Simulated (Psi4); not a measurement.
# BP2H5 (SMILES [BH].PP): CAM-B3LYP/6-31+G(d) (density fitting, Cartesian functions, counterpoise nocp, fragments set)

Wanted: the interaction energy of BP2H5. 

Program for the calculation: Psi4 1.11.

7 further runs of the same task are left out: 7 set aside as unsound or not needed.

### 1 The structure to begin with

BP2H5 has 8 atoms, charge 0, and is taken as a singlet. As SMILES, `[BH].PP`.

Bond lengths: P3–P4 2.227 Å, B1–H2 1.232 Å, P3–H5 1.422 Å, P3–H6 1.422 Å, P4–H7 1.422 Å, P4–H8 1.422 Å. Angles: P3–P4–H7 93.6°, P3–P4–H8 93.6°, P4–P3–H5 93.6°, P4–P3–H6 93.6°, H7–P4–H8 92.0°, H5–P3–H6 92.0°.

### 2 The interaction energy at CAM-B3LYP/6-31+G(d) (density fitting, Cartesian functions, counterpoise nocp, fragments set)

calc.dat

```
memory 1600 mb

molecule dimer {
  0 1
  B      0.000000     0.000000    -0.616200
  H      0.000000     0.000000     0.616200
  --
  0 1
  P      4.212730     4.124870    -1.823340
  P      4.085320     3.805120    -4.023750
  H      5.528470     3.593190    -1.732500
  H      4.705320     5.452430    -1.953950
  H      2.766250     4.328410    -4.114250
  H      3.601330     2.474560    -3.892090
  symmetry c1
  no_reorient
  no_com
}

set {
  basis 6-31+G*
}

result, w = energy("cam-b3lyp", bsse_type='nocp', return_wfn=True)
```

The run is started by

```
$ psi4 -i calc.dat -o calc.out -n 1
```

**Question.** What will come out? Wanted: interaction energy.

Answer, from the run:

Level: CAM-B3LYP/6-31+G* (density fitting, Cartesian functions, counterpoise nocp, fragments set).

```
          quantity         value
interaction energy  -1.02 kJ/mol
```
